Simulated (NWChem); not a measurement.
System: pyrazine (C$_{4}$H$_{4}$N$_{2}$); SMILES c1nccnc1

Input file for NWChem:

```
start job
memory heap 200 mb stack 900 mb global 1100 mb
geometry units angstroms
  C      1.131029    -0.696347     0.000000
  C      1.128514     0.700415     0.000000
  N     -0.002520     1.399181     0.000000
  C     -1.131029     0.696347     0.000000
  C     -1.128514    -0.700415     0.000000
  N      0.002520    -1.399181     0.000000
  H      2.074114    -1.254705     0.000000
  H      2.069583     1.262162     0.000000
  H     -2.074114     1.254705     0.000000
  H     -2.069583    -1.262162     0.000000
end
basis spherical
  * library def2-svp
end
dft
  xc becke88 lyp
  iterations 150
end
driver
  maxiter 120
end
task dft optimize
task dft freq
```

Parts of the log:

```
             Northwest Computational Chemistry Package (NWChem) 7.3.0
             --------------------------------------------------------

 D2H symmetry detected

                             Geometry "geometry" -> ""
                             -------------------------

 Output coordinates in angstroms (scale by  1.889725989 to convert to a.u.)

  No.       Tag          Charge          X              Y              Z
 ---- ---------------- ---------- -------------- -------------- --------------
    1 C                    6.0000     1.12977333    -0.69838213     0.00000000
    2 C                    6.0000     1.12977333     0.69838213     0.00000000
    3 N                    7.0000     0.00000000     1.39918327     0.00000000
    4 C                    6.0000    -1.12977333     0.69838213     0.00000000
    5 C                    6.0000    -1.12977333    -0.69838213     0.00000000
    6 N                    7.0000     0.00000000    -1.39918327     0.00000000
    7 H                    1.0000     2.07185185    -1.25843554     0.00000000
    8 H                    1.0000     2.07185185     1.25843554     0.00000000
    9 H                    1.0000    -2.07185185     1.25843554     0.00000000
   10 H                    1.0000    -2.07185185    -1.25843554     0.00000000

 Effective nuclear repulsion energy (a.u.)     209.0880055178

      Symmetry information
      --------------------

 Group name             D2h
 Group number             26
 Group order               8
 No. of unique centers     3

                                Z-matrix (autoz)
                                --------

 Units are Angstrom for bonds and degrees for angles

      Type          Name      I     J     K     L     M      Value
      ----------- --------  ----- ----- ----- ----- ----- ----------
    1 Stretch                  1     2                       1.39676
    2 Stretch                  1     6                       1.32948
    3 Stretch                  1     7                       1.09598
    4 Stretch                  2     3                       1.32948
    5 Stretch                  2     8                       1.09598
    6 Stretch                  3     4                       1.32948
    7 Stretch                  4     5                       1.39676
    8 Stretch                  4     9                       1.09598
    9 Stretch                  5     6                       1.32948
   10 Stretch                  5    10                       1.09598
   11 Bend                     1     2     3               121.81143
   12 Bend                     1     2     8               120.73093
   13 Bend                     1     6     5               116.37714
   14 Bend                     2     1     6               121.81143
   15 Bend                     2     1     7               120.73093
   16 Bend                     2     3     4               116.37714
   17 Bend                     3     2     8               117.45764
   18 Bend                     3     4     5               121.81143
   19 Bend                     3     4     9               117.45764
   20 Bend                     4     5     6               121.81143
   21 Bend                     4     5    10               120.73093
   22 Bend                     5     4     9               120.73093
   23 Bend                     6     1     7               117.45764
   24 Bend                     6     5    10               117.45764
   25 Torsion                  1     2     3     4           0.00000
   26 Torsion                  1     6     5     4          -0.00000
   27 Torsion                  1     6     5    10         180.00000
   28 Torsion                  2     1     6     5           0.00000
   29 Torsion                  2     3     4     5           0.00000
   30 Torsion                  2     3     4     9         180.00000
   31 Torsion                  3     2     1     6          -0.00000
   32 Torsion                  3     2     1     7         180.00000
   33 Torsion                  3     4     5     6           0.00000
   34 Torsion                  3     4     5    10         180.00000
   35 Torsion                  4     3     2     8         180.00000
   36 Torsion                  5     6     1     7         180.00000
   37 Torsion                  6     1     2     8         180.00000
   38 Torsion                  6     5     4     9         180.00000
   39 Torsion                  7     1     2     8           0.00000
   40 Torsion                  9     4     5    10          -0.00000

                           NWChem Geometry Optimization
                           ----------------------------

 maximum gradient threshold         (gmax) =   0.000450
 rms gradient threshold             (grms) =   0.000300
 maximum cartesian step threshold   (xmax) =   0.001800
 rms cartesian step threshold       (xrms) =   0.001200
 fixed trust radius                (trust) =   0.300000
 source of zmatrix                         =   autoz

          -------------------
          Energy Minimization
          -------------------

 Using diagonal initial Hessian
 Scaling for Hessian diagonals: bonds = 1.00  angles = 0.25  torsions = 0.10

          --------
          Step   0

                                 NWChem DFT Module
                                 -----------------

[...]

      ----------------------
      Optimization converged
      ----------------------

  Step       Energy      Delta E   Gmax     Grms     Xrms     Xmax
  ---- ---------------- -------- -------- -------- -------- --------
@    3    -264.03121867 -8.2D-07  0.00008  0.00002  0.00031  0.00067
                                     ok       ok       ok       ok

                                Z-matrix (autoz)
                                --------

 Units are Angstrom for bonds and degrees for angles

[...]

 Rotational Constants
 --------------------
 A=   0.209898 cm-1  (  0.301989 K)
 B=   0.194332 cm-1  (  0.279593 K)
 C=   0.100907 cm-1  (  0.145180 K)

 Temperature                      =   298.15K
 frequency scaling parameter      =   1.0000

 Zero-Point correction to Energy  =   46.552 kcal/mol  (  0.074186 au)
 Thermal correction to Energy     =   49.242 kcal/mol  (  0.078473 au)
 Thermal correction to Enthalpy   =   49.835 kcal/mol  (  0.079417 au)

 Total Entropy                    =   65.982 cal/mol-K
   - Translational                =   39.037 cal/mol-K (mol. weight =  80.0374)
   - Rotational                   =   22.710 cal/mol-K (symmetry #  =        4)
   - Vibrational                  =    4.236 cal/mol-K

 Cv (constant volume heat capacity) =   15.762 cal/mol-K
   - Translational                  =    2.979 cal/mol-K
   - Rotational                     =    2.979 cal/mol-K
   - Vibrational                    =    9.803 cal/mol-K

[normal modes left out]

 ----------------------------------------------------------------------------
 Normal Eigenvalue ||           Projected Infra Red Intensities
  Mode   [cm**-1]  || [atomic units] [(debye/angs)**2] [(KM/mol)] [arbitrary]
 ------ ---------- || -------------- ----------------- ---------- -----------
    1       -0.000 ||    0.000000           0.000         0.000       0.000
    2        0.000 ||    0.000000           0.000         0.000       0.000
    3        0.000 ||    0.000000           0.000         0.000       0.000
    4        0.000 ||    0.000000           0.000         0.000       0.000
    5        0.000 ||    0.000000           0.000         0.000       0.000
    6        0.000 ||    0.000000           0.000         0.000       0.000
    7      320.590 ||    0.000000           0.000         0.000       0.000
    8      422.443 ||    0.018215           0.420        17.757      25.286
    9      589.550 ||    0.000000           0.000         0.000       0.000
   10      704.171 ||    0.000000           0.000         0.000       0.000
   11      760.254 ||    0.000000           0.000         0.000       0.000
   12      780.221 ||    0.015668           0.361        15.274      21.750
   13      917.006 ||    0.000000           0.000         0.000       0.000
   14      965.358 ||    0.000000           0.000         0.000       0.000
   15      971.298 ||    0.000000           0.000         0.000       0.000
   16      998.384 ||    0.039830           0.919        38.829      55.292
   17     1008.987 ||    0.000000           0.000         0.000       0.000
   18     1053.377 ||    0.010743           0.248        10.473      14.913
   19     1128.802 ||    0.004549           0.105         4.435       6.315
   20     1208.580 ||    0.000000           0.000         0.000       0.000
   21     1230.436 ||    0.000001           0.000         0.001       0.001
   22     1325.033 ||    0.000000           0.000         0.000       0.000
   23     1398.873 ||    0.025931           0.598        25.279      35.997
   24     1457.283 ||    0.001617           0.037         1.576       2.244
   25     1529.238 ||    0.000000           0.000         0.000       0.000
   26     1551.279 ||    0.000000           0.000         0.000       0.000
   27     3055.710 ||    0.000000           0.000         0.000       0.000
   28     3056.769 ||    0.010424           0.240        10.162      14.470
   29     3068.953 ||    0.089132           2.056        86.891     123.732
   30     3076.714 ||    0.000000           0.000         0.000       0.000
 ----------------------------------------------------------------------------
```

Level: BLYP/def2-SVP.
